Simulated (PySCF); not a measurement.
OH: frontier orbitals

r²SCAN at R = 0.980 Å; PySCF, no relativity, basis sets H cc-pVDZ, O cc-pVDZ. State: ²Π (doublet), unpaired electrons π ↑. Only the outer orbitals are listed, counted within each symmetry.

```json
{"spin": "α", "orbital": "2σ", "occ.": "1", "ε (eV)": "-26.27", "on H (%)": "15", "main shells (%)": "83 O s, 13 H s"}
{"spin": "α", "orbital": "3σ", "occ.": "1", "ε (eV)": "-11.43", "on H (%)": "23", "main shells (%)": "66 O p, 22 H s, 11 O s"}
{"spin": "α", "orbital": "1π", "occ.": "1", "ε (eV)": "-9.90", "on H (%)": "1", "main shells (%)": "99 O p"}
{"spin": "α", "orbital": "1π", "occ.": "1", "ε (eV)": "-7.60", "on H (%)": "1", "main shells (%)": "99 O p"}
{"spin": "α", "orbital": "4σ", "occ.": "0", "ε (eV)": "2.09", "on H (%)": "95", "main shells (%)": "92 H s, 10 O p"}
{"spin": "α", "orbital": "5σ", "occ.": "0", "ε (eV)": "15.61", "on H (%)": "85", "main shells (%)": "79 H s, 12 O p"}
{"spin": "α", "orbital": "2π", "occ.": "0", "ε (eV)": "22.82", "on H (%)": "2", "main shells (%)": "98 O p"}
{"spin": "β", "orbital": "2σ", "occ.": "1", "ε (eV)": "-24.00", "on H (%)": "19", "main shells (%)": "78 O s, 17 H s"}
{"spin": "β", "orbital": "3σ", "occ.": "1", "ε (eV)": "-10.71", "on H (%)": "22", "main shells (%)": "64 O p, 22 H s, 14 O s"}
{"spin": "β", "orbital": "1π", "occ.": "1", "ε (eV)": "-6.87", "on H (%)": "1", "main shells (%)": "99 O p"}
{"spin": "β", "orbital": "1π", "occ.": "0", "ε (eV)": "-4.60", "on H (%)": "2", "main shells (%)": "98 O p"}
{"spin": "β", "orbital": "4σ", "occ.": "0", "ε (eV)": "2.53", "on H (%)": "92", "main shells (%)": "89 H s, 11 O p"}
{"spin": "β", "orbital": "5σ", "occ.": "0", "ε (eV)": "15.94", "on H (%)": "85", "main shells (%)": "79 H s, 12 O p"}
```

Problem. Which are the highest filled and the lowest empty level, where do they sit, and how wide is the gap?

Solution. Highest filled β 1π at -6.87 eV (in %: 99 O p); lowest empty β 1π at -4.60 eV (in %: 98 O p); the gap at r²SCAN is 2.27 eV. Both belong to one degenerate shell, split only by its one-sided filling, so this is no excitation gap.

```json
{
  "bond order (Mayer)": "1.03",
  "⟨S²⟩": "0.753",
  "charge on H (Mulliken, basis-dependent)": "0.17",
  "charge on H (Löwdin, basis-dependent)": "0.23",
  "dipole moment (positive dipole means H(−)O(+))": "-1.69 D"
}
```

The state is the lowest determinant that a PBE0 search found; another state may lie lower at other levels.
